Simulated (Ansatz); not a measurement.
The input, for Ansatz 0.2.0:

```yaml
crystal:
  periodic: [false, false, false]
  atoms:
    - {symbol: H, position_ang: [0.000000, 0.000000, -1.294333]}
    - {symbol: H, position_ang: [0.000000, 0.000000, -0.290333]}
    - {symbol: Br, position_ang: [0.000000, 0.000000, 1.584667]}
basis:
  gaussian: {orbitals: cc-pVDZ}
magnetization: {spin_polarized: true, initial_magnetization: 1}
correlation: {method: ccsdtq, electrons: outside_noble_gas}
```

```sh
$ ansatz run in.yaml --threads 2 --pin off --events-out ev --progress --plain --max-ram 24576MiB --backend cuda --devices 0, --max-vram 18GiB
```

The program prints:

```
650 factors; integrals over basis functions are off by at most 1.2e-7 eV
mean field evaluation 1: about -70026.5536 eV, gradient 7.1e0 eV
mean field evaluation 2: about -70026.5586 eV, gradient 7.1e0 eV
mean field evaluation 4: about -70027.2876 eV, gradient 1.6e0 eV
mean field evaluation 8: about -70027.3507 eV, gradient 1.0e-3 eV
mean field evaluation 16: about -70027.3449 eV, gradient 2.0e-1 eV
mean field evaluation 32: about -70027.0033 eV, gradient 5.6e0 eV
mean field evaluation 64: about -70025.6732 eV, gradient 9.4e0 eV
mean field evaluation 96: about -70026.7070 eV, gradient 1.0e-2 eV
mean field evaluation 128: about -70026.7067 eV, gradient 1.5e-1 eV
mean field -70027.35072377 eV, -2573.4576728555 hartree, gradient 2.3e-6 eV, S^2 0.810408; 7 other end points of the search recorded, 0 dependent functions left out
determinant -70027.35072377 eV, -2573.4576728555 hartree, with singles and doubles -70031.46200374 eV, -2573.6087596076 hartree
determinant -70026.70702077 eV, -2573.4340172063 hartree, with singles and doubles -70030.80066752 eV, -2573.5844559498 hartree
14 core orbitals not correlated: weight in the atoms' cores, before any rotation towards them, 1.000 or more for the frozen orbitals, at most 0.000 for the correlated occupied ones
reference -70027.35072377 eV, -2573.4576728555 hartree; 5, 4 occupied and 18, 19 virtual orbitals, 650 factors
second order -3.44606480 eV of doubles, -0.00000000 eV of singles
cycle   1  -3.89233628 eV  change   -4.5e-1 eV  update   5.4e-2
cycle   2  -4.12880919 eV  change   -2.4e-1 eV  update   2.8e-2
cycle   3  -4.17040666 eV  change   -4.2e-2 eV  update   1.3e-2
cycle   4  -4.17675921 eV  change   -6.4e-3 eV  update   5.7e-3
cycle   5  -4.17873757 eV  change   -2.0e-3 eV  update   1.6e-3
cycle   6  -4.17884995 eV  change   -1.1e-4 eV  update   7.1e-4
cycle   7  -4.17875986 eV  change    9.0e-5 eV  update   4.1e-4
cycle   8  -4.17893570 eV  change   -1.8e-4 eV  update   2.1e-4
cycle   9  -4.17889325 eV  change    4.2e-5 eV  update   1.0e-4
cycle  10  -4.17885405 eV  change    3.9e-5 eV  update   4.6e-5
cycle  11  -4.17884992 eV  change    4.1e-6 eV  update   2.0e-5
cycle  12  -4.17884494 eV  change    5.0e-6 eV  update   7.7e-6
cycle  13  -4.17884659 eV  change   -1.6e-6 eV  update   2.5e-6
cycle  14  -4.17884738 eV  change   -8.0e-7 eV  update   1.1e-6
cycle  15  -4.17884763 eV  change   -2.5e-7 eV  update   4.3e-7
Total energy: -70031.52957141 eV, -2573.6112426735 hartree
```

Ran on 2 threads of AMD EPYC 7R13 with a shared H100 80 GB, shared host: 19 s wall, 0.84 GiB peak host memory.
